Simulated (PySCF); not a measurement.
isobutane (C4H10), SMILES CC(C)C. Geometry optimised at PBE-D3(BJ)/def2-SVP.

Computed equilibrium geometry at PBE-D3(BJ)/def2-SVP (PySCF confirms it by a frequency run) as bond lengths and angles, and its point group:
point group C3v.
Atoms: C1 C2 C3 C4 H5 H6 H7 H8 H9 H10 H11 H12 H13 H14. Bond lengths (Å): C1–C2 1.534, C1–H5 1.109, C1–H6 1.111, C1–H7 1.109, C2–C3 1.534, C2–C4 1.534, C2–H8 1.114, C3–H9 1.109, C3–H10 1.111, C3–H11 1.109, C4–H12 1.109, C4–H13 1.109, C4–H14 1.111. Bond angles (°): C2–C1–H5 111.6, C2–C1–H6 110.8, C2–C1–H7 111.6, H5–C1–H6 107.5, H5–C1–H7 107.8, H6–C1–H7 107.5, C1–C2–C3 111.2, C1–C2–C4 111.2, C1–C2–H8 107.7, C3–C2–C4 111.2, C3–C2–H8 107.7, C4–C2–H8 107.7, C2–C3–H9 111.6, C2–C3–H10 110.8, C2–C3–H11 111.6, H9–C3–H10 107.5, H9–C3–H11 107.8, H10–C3–H11 107.5, C2–C4–H12 111.6, C2–C4–H13 111.6, C2–C4–H14 110.8, H12–C4–H13 107.8, H12–C4–H14 107.5, H13–C4–H14 107.5.
